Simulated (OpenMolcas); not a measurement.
# quartet BH2S at 3 levels

We compute a comparison of 3 runs (UHF/STO-3G, UPBE/STO-3G, ROMP2/STO-3G) of quartet BH2S. 

The calculation is run with OpenMolcas 26.06.

## Step 1: The structure to begin with

The species is BH2S (4 atoms), meant as a quartet with charge 0. As SMILES of the parent species, `[BH]S`. The shape is that of a GFN2-xTB optimisation. That shape belongs to the parent species and isn't relaxed for this state.

Bond lengths: B1–S2 1.721 Å, B1–H3 1.159 Å, S2–H4 1.355 Å. Angles: B1–S2–H4 103.9°, S2–B1–H3 129.6°.

## Step 2: A single-point energy at UHF/STO-3G (run 1)

geom.xyz reads:

```xyz
4

B      0.385960    -0.347990     0.780090
S     -0.038390     1.109810    -0.031020
H      0.247360    -1.448620     0.442720
H     -0.594920     0.686800    -1.191790
```

test.inp reads:

```
&GATEWAY
  BasLib
  $CurrDir
  Coord
  geom.xyz
  Basis
  STO-3G
  Group
  NoSym

&SEWARD

&SCF
  UHF
  Spin
  4
  Thresholds
  1e-10 1e-07 1e-07 1e-05
  PrOrbitals
  1 1
```

The basis set STO-3G is read from a file made from the Basis Set Exchange's data (not shown).

Launch:

```sh
export MOLCAS_MEM=1860
pymolcas test.inp > test.log
```

Log:

```text
--- Start Module: gateway ---
[...]
--- Stop Module: gateway /rc=_RC_ALL_IS_WELL_ ---
--- Start Module: seward ---
[...]
      Basis functions           16
--- Stop Module: seward /rc=_RC_ALL_IS_WELL_ ---
--- Start Module: scf ---
[...]
       Convergence after  20 Iterations
[...]
::    Total SCF energy                               -418.4552054189
[...]
      Total spin, S                                     1.5030969098
[...]
      Total electronic charge=   23.000000
      Total            charge=   -0.000000
[...]
      Dipole Moment (debye):
      Origin of the operator (angstrom)=    0.0594    0.6864    0.1520
                   X= -1.4094E+00               Y=  3.5353E+00               Z= -2.7458E+00           Total=  4.6930E+00
      Quadrupole Moment (debye*angstrom):
[...]
--- Stop Module: scf /rc=_RC_ALL_IS_WELL_ ---
[...]
```

Run time: 1.1 s. Hardware: 1 thread of Intel Xeon 6975P-C (Granite Rapids), shared host; peak memory 0.37 GiB.

## Step 3: A single-point energy at UPBE/STO-3G (run 2)

geom.xyz is that of step 2.

test.input reads:

```
* BH2S Kohn-Sham DFT

&gateway
  baslib
  $CurrDir
  coord
  geom.xyz
  basis
  STO-3G
  group
  NoSym

&seward
  gridinput
  Grid=UltraFine
  End of Grid

&scf
  uhf
  spin
  4
  ksdft
  PBE
  thresholds
  1e-10 1e-07 1e-07 1e-05
  prorbitals
  1 1
```

The basis set STO-3G is read from a file made from the Basis Set Exchange's data (not shown).

Launch:

```sh
export MOLCAS_MEM=1860
pymolcas test.input > test.log
```

Log:

```text
--- Start Module: gateway ---
[...]
--- Stop Module: gateway /rc=_RC_ALL_IS_WELL_ ---
--- Start Module: seward ---
[...]
      Basis functions           16
--- Stop Module: seward /rc=_RC_ALL_IS_WELL_ ---
--- Start Module: scf ---
[...]
       Convergence after  25 Iterations
[...]
::    Total KS-DFT energy                            -418.9785879517
[...]
      Total spin, S                                     1.5010788499
[...]
      Total electronic charge=   23.000000
      Total            charge=   -0.000000
[...]
      Dipole Moment (debye):
      Origin of the operator (angstrom)=    0.0594    0.6864    0.1520
                   X= -1.2814E+00               Y=  2.8552E+00               Z= -2.1596E+00           Total=  3.8024E+00
      Quadrupole Moment (debye*angstrom):
[...]
--- Stop Module: scf /rc=_RC_ALL_IS_WELL_ ---
[...]
```

It took 4.8 s on 1 thread of Intel Xeon 6975P-C (Granite Rapids), shared host; peak memory 0.37 GiB.

## Step 4: A single-point energy at ROMP2/STO-3G (run 3)

geom.xyz is that of step 3.

test.input reads:

```
* BH2S ROMP2

&GATEWAY
 BasLib
 $CurrDir
 Coord
 geom.xyz
 Basis
 STO-3G
 Group
 NoSym

&SEWARD

&SCF
 UHF
 Spin
 4
 Thresholds
 1e-10 1e-07 1e-07 1e-05
 PrOrbitals
 1 1

&RASSCF
 FileOrb
 $Project.UnaOrb
 Spin
 4
 Nactel
 3 0 0
 Inactive
 10
 Ras2
 3
 OutOrbitals
 Canonical
 OrbListing
 Nothing

&CASPT2
 IPEA
 0.0
 Frozen
 6
```

The basis set STO-3G is read from a file made from the Basis Set Exchange's data (not shown).

Launch:

```sh
export MOLCAS_MEM=1860
pymolcas test.input > test.log
```

Log:

```text
--- Start Module: gateway ---
[...]
--- Stop Module: gateway /rc=_RC_ALL_IS_WELL_ ---
[...]
      Basis functions           16
[...]
       Convergence after  20 Iterations
[...]
::    Total SCF energy                               -418.4552054189
[...]
      Total spin, S                                     1.5030969098
[...]
--- Start Module: rasscf ---
[...]
      Number of active orbitals                  3
[...]
      Spin quantum number                      1.5
[...]
      Active orbitals                            3
[...]
      Number of CSFs                             1
[...]
      Number of root(s) required                 1
[...]
      Convergence after  7 iterations
[...]
      printout of CI-coefficients larger than  0.05 for root  1
      energy=    -418.451660
      conf/sym  111     Coeff  Weight
             1  uuu   1.00000 1.00000
      Natural orbitals and occupation numbers for root  1
      sym 1:   1.000000   1.000000   1.000000
      ************************************************************************************************************************
      *                                                    Final results                                                     *
[...]
::    RASSCF root number  1 Total energy:   -418.45165993
[...]
      Total electronic charge=   23.000000
      Total            charge=   -0.000000
[...]
      Dipole Moment (debye):
      Origin of the operator (angstrom)=    0.0594    0.6864    0.1520
                   X= -1.4179E+00               Y=  3.5504E+00               Z= -2.7625E+00           Total=  4.7167E+00
      Quadrupole Moment (debye*angstrom):
[...]
--- Stop Module: rasscf /rc=_RC_ALL_IS_WELL_ ---
[...]
      E2 (Variational):          -0.0385497031
      Total energy:            -418.4902096372
[...]
      Reference weight:           0.97995
[...]
::    CASPT2 Root  1     Total energy:   -418.49020964
[...]
```

It took 1.6 s on 1 thread of Intel Xeon 6975P-C (Granite Rapids), shared host; peak memory 0.37 GiB.

## Step 5: Overview of the runs

```
run         level  integration grid  frozen core orbitals  energy (Eh)  dipole moment (D)   ⟨S²⟩  wall time
  1    UHF/STO-3G                 –                     –  -418.455205               4.69  3.762      1.1 s
  2   UPBE/STO-3G         UltraFine                     –  -418.978588               3.80  3.754      4.8 s
  3  ROMP2/STO-3G                 –                     6  -418.490210                  –      –      1.6 s
```

## Step 6: Results

| quantity | value |
| --- | --- |
| run 3: total energy | -418.49021 Eh |

In words: In runs 1, 2, 3 the basis is minimal, so the values are rough. All runs together took 7.5 s, the longest 4.8 s.
